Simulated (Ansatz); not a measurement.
# CHAlB+: where a starting geometry ends

The starting geometry of this gas-phase triplet was optimised with GFN2-xTB.

```csv
atom,x (Å),y (Å),z (Å)
C,-0.5436,2.3670,1.0115
Al,-2.2240,3.3253,0.2874
B,-1.4845,2.3025,2.0146
H,0.3817,2.2422,0.4674
```

Question: Predict what becomes of its bonds when it is optimised with B3LYP-D3(BJ)/def2-SVP.

Answer: A bond breaks, giving a structure given below by its coordinates. Contacts that open: Al2–B3 (2.14 → 2.84 Å).

The energy falls by 0.35 eV over 10 steps:

```
step  E − E(last) (eV)
   1             0.351
   2             0.263
   3             0.193
   4             0.166
   5             0.137
   6             0.028
   7             0.006
   8             0.001
   9             0.000
  10             0.000
```

Final geometry (Å):

```xyz
4

C    -0.8015    2.4649    1.0173
Al   -2.0445    3.3999   -0.0554
B    -1.1914    2.0685    2.3000
H     0.1670    2.3037    0.5190
```

No frequencies were run, so the end isn't proven a minimum. Open shells are spin-unrestricted. The triplet needn't be the ground state. Run with Ansatz 0.2.0, 20 s on 1 thread of Arm Neoverse V2 (shared host).
